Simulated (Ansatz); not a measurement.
Species: H2O, SMILES `O` with one electron removed (charge 1, multiplicity 2), formula H$_{2}$O.

Question: How many basis functions does frozen-core CCSD(T)/def2-TZVPP // PBE0-D3(BJ)/def2-TZVP (Ansatz, an electronic-structure program) use, how many core orbitals are frozen, and how many electrons are correlated?

Answer: 59 basis functions and 1 frozen orbitals, which leaves 7 correlated electrons. Core time is of the order of seconds.
